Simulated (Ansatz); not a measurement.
Geometry optimisation, RKS PBE0/6-31G* in Ansatz 0.2.0.

The input (input.yaml):

```yaml
crystal:
  periodic: [false, false, false]
  atoms:
    - { symbol: C, position_ang: [-1.5248, 0.4512, 0.7513] }
    - { symbol: C, position_ang: [-0.4469, -0.3239, 0.1448] }
    - { symbol: O, position_ang: [0.586, 0.5651, -0.2169] }
    - { symbol: C, position_ang: [1.7931, -0.1252, -0.7726] }
    - { symbol: H, position_ang: [-1.9245, 1.237, 0.0044] }
    - { symbol: H, position_ang: [-1.2311, 1.0569, 1.6241] }
    - { symbol: H, position_ang: [-2.3855, -0.1436, 1.0261] }
    - { symbol: H, position_ang: [-0.7559, -0.8308, -0.7551] }
    - { symbol: H, position_ang: [-0.0846, -1.037, 0.9208] }
    - { symbol: H, position_ang: [2.5009, 0.5911, -0.9919] }
    - { symbol: H, position_ang: [2.1152, -0.8553, -0.0307] }
    - { symbol: H, position_ang: [1.435, -0.6405, -1.6702] }
basis:
  gaussian: { orbitals: "6-31G*" }
hamiltonian:
  xc: pbe0
relax:
  f_tol: 0.02
  max_steps: 40
scf:
  lower_state_search: "off"
output:
  orbitals: {}
```

Launched with:

```bash
$ ansatz run input.yaml --threads 1 --pin off --max-ram 2048MiB --backend cpu --events-out ev --progress --plain --runs-dir out
```

Q: Where does it end, and by what steps?

A: The run converged. After 4 steps the energy has fallen by 0.431 eV; C4 moved furthest, 0.08 Å.

| step | energy less start (eV) | largest force component (eV/Å) | accepted |
| --- | --- | --- | --- |
| 0 | 0.0000 | 4.618 | yes |
| 1 | -0.3573 | 1.805 | yes |
| 2 | -0.4271 | 0.254 | yes |
| 3 | -0.4306 | 0.065 | yes |
| 4 | -0.4311 | 0.016 | yes |

```xyz
12
Properties=species:S:1:pos:R:3
C -1.554 0.506 0.735
C -0.424 -0.313 0.151
O 0.624 0.556 -0.198
C 1.718 -0.123 -0.747
H -1.913 1.238 0.005
H -1.214 1.047 1.623
H -2.390 -0.141 1.019
H -0.769 -0.870 -0.738
H -0.071 -1.063 0.881
H 2.480 0.623 -0.986
H 2.145 -0.854 -0.040
H 1.445 -0.661 -1.670
```

Time of the run: 8.1 s on 1 CPU thread of a shared host.
